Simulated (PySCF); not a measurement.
Level sweep

C4H5F.
Z-matrix (Å and degrees, PBE0-D3(BJ)/def2-SVP geometry), rows numbered from 1:
```
C 
C   1  1.5121
C   2  1.5472  1  121.69
C   3  1.2907  2   61.53  1  -108.61
F   4  1.3066  2  143.95  3  -179.22
H   1  1.1018  2  110.98  3   -88.27
H   1  1.1020  2  111.14  3   152.36
H   1  1.1010  2  111.01  3    31.96
H   2  1.1052  1  113.01  3   147.37
H   3  1.0851  2  144.30  4   179.24
```

PySCF, dipoles from the SCF density, polarisabilities from static response with core orbitals frozen. Geometry: PBE0-D3(BJ)/def2-SVP; no solvent, vibrations or thermal averaging.

The anisotropy is √(½[(α1 − α2)² + (α2 − α3)² + (α3 − α1)²]).

```
              level  μ (D)  α (Å³)  anisotropy (Å³)
      LDA/def2-SVPD  1.202    7.28             1.78
      PBE/def2-SVPD  1.127    7.22             1.80
    B3LYP/def2-SVPD  1.264    7.04             1.71
     PBE0/def2-SVPD  1.253    6.95             1.69
BHandHLYP/def2-SVPD  1.389    6.80             1.62
CAM-B3LYP/def2-SVPD  1.329    6.93             1.65
  wB97X-D/def2-SVPD  1.287    6.93             1.63
  LC-wPBE/def2-SVPD  1.311    6.74             1.59
       HF/def2-SVPD  1.469    6.60             1.52
        PBE0/6-31G*  0.952    5.73             1.94
      PBE0/def2-SVP  1.029    5.95             1.74
       PBE0/6-31+G*  1.269    6.61             1.82
   PBE0/aug-cc-pVDZ  1.221    7.14             1.74
     PBE0/def2-TZVP  1.147    6.77             1.82
    PBE0/def2-TZVPD  1.199    7.14             1.72
```

The dipole runs from 0.95 D (PBE0/6-31G*) to 1.47 D (HF/def2-SVPD). No reference polarisability is at hand; against PBE0 in the largest diffuse basis at hand (def2-TZVPD) the other PBE0 rows deviate by 6-31G* -20%, def2-SVP -17%, 6-31+G* -7%, def2-SVPD -3%, aug-cc-pVDZ 0%, def2-TZVP -5%. In one basis (def2-SVPD) the functionals order the polarisability from HF (lowest) to LDA (highest), a spread of 10%. With PBE0 the polarisability is 6.15 Å³ without diffuse functions (mean of 6-31G*, def2-SVP and def2-TZVP) and 6.96 Å³ with them (mean of 6-31+G*, def2-SVPD, aug-cc-pVDZ and def2-TZVPD).
